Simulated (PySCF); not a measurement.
Orbital energies and ionisation energy

Methyl propyl sulfide, C₄H₁₀S.
Z-matrix (Å and degrees, PBE0-D3(BJ)/def2-SVP geometry), rows numbered from 1:
```
C 
C   1  1.5215
C   2  1.5211  1  112.46
S   3  1.8120  2  115.24  1  -177.47
C   4  1.8043  3  100.65  2   -71.13
H   1  1.1019  2  111.32  3    59.84
H   1  1.1004  2  111.41  3   179.89
H   1  1.1019  2  111.43  3   -60.00
H   2  1.1025  1  110.46  3  -121.53
H   2  1.1031  1  109.55  3   122.09
H   3  1.1025  2  110.23  1   -59.55
H   3  1.1043  2  111.07  1    58.14
H   5  1.1011  4  111.29  3   -58.00
H   5  1.1000  4  112.38  3    65.27
H   5  1.0989  4  106.77  3  -176.19
```

Level: B3LYP/def2-SVPD (PySCF). Frontier orbitals with their largest atomic shares (Löwdin; up to four atoms above 4 %):

| orbital | ε (eV) | main atoms |
| --- | --- | --- |
| HOMO−3 | -9.57 | C2 23 %, C1 17 %, C3 14 %, H9 10 % |
| HOMO−2 | -9.21 | C2 25 %, C3 14 %, C1 14 %, H10 12 % |
| HOMO−1 | -8.39 | S4 54 %, C3 15 %, C5 12 %, C2 4 % |
| HOMO | -6.05 | ? |
| LUMO | 0.36 | S4 43 %, C1 11 %, C3 7 %, H11 6 % |
| LUMO+1 | 0.39 | S4 23 %, C5 14 %, C1 9 %, H14 8 % |
| LUMO+2 | 0.89 | S4 55 %, C5 8 %, C3 8 %, H11 6 % |

What vertical ionisation energy does ΔSCF give, and how far is −ε(HOMO) from it?

ΔSCF: 8.47 eV (817 kJ/mol; threshold wavelength 146 nm); ⟨S²⟩ of the doublet left behind is 0.754, against 0.75 for a pure doublet. −ε(HOMO) is 6.05 eV, 2.42 eV below it. For the exact functional −ε(HOMO) would equal the first vertical ionisation energy; B3LYP (global hybrid, 20 % exact exchange) falls short of its own ΔSCF value by 29 %. Holes in the HOMO−1 and HOMO−2 were tried too where these lie within 1.2 eV of the HOMO; the lowest converged state counts.

On which atoms does the HOMO lie?

S4 (sulfide sulfur) 70 %, C5 (S-methyl carbon) 10 %, C3 (sp3 carbon bound to sulfur) 9 %, so more than half of it is on one atom. The HOMO−1 lies 2.34 eV lower.

What total energies stand behind the ΔSCF value?

E(N) = -556.43336 Eh and E(N − 1) = -556.12222 Eh at the same geometry, 0.31114 Eh apart.

Shift the occupied levels rigidly so that −ε(HOMO) equals the ΔSCF value. What binding energies result?

The shift is +2.42 eV: HOMO 8.47, HOMO−1 10.81, HOMO−2 11.63, HOMO−3 11.99 eV. A rigid shift is only a rough guide to the deeper ionisations.

Geometry: PBE0-D3(BJ)/def2-SVP, one conformer, isolated molecule.

The run behind these numbers computed excited states and ΔSCF ions as well. On one thread, Arm Neoverse V1, no GPU, on a shared host, this took 50 s.
